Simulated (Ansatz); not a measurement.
A made-up structure of CHLiN, doublet:

Li1  (-2.037, 0.447, -0.288)
N2  (-0.369, 0.096, 0.066)
C3  (0.762, -0.126, 0.420)
H4  (-0.752, -0.029, 1.003)
(Å)

It is relaxed with PBE-D4/def2-SVP and then PBE0-D4/def2-TZVP (Ansatz 0.2.0). Atoms count as bonded within 1.22 times the sum of their covalent radii (H–H: 0.88 Å). The end point is not checked to be a true minimum.

Task: Does its bonding change? (Judge from chemistry; the calculation decides.)

Result: The calculation gives: No: no bond forms or breaks.

Where it ends: The first stage lowers the energy by 0.53 eV in 7 steps. It ends as CHLiN ([C][N]1[H][Li]1):
Li1  (-2.023, 0.450, -0.331)
N2  (-0.310, 0.083, 0.164)
C3  (0.881, -0.118, 0.260)
H4  (-0.944, -0.027, 1.107)
(Å)

Labels in which every atom is bracketed show which atoms are joined, not bond orders.

For scale, one of the runs: PBE0-D4/def2-TZVP relaxation, 82 basis functions, launched by `ansatz run in.yaml --threads 2 --pin off --events-out ev --progress --plain --max-ram 4352MiB`. Hardware: 2 CPU threads of an AMD EPYC 7B13, shared host. Wall time about 8 s.
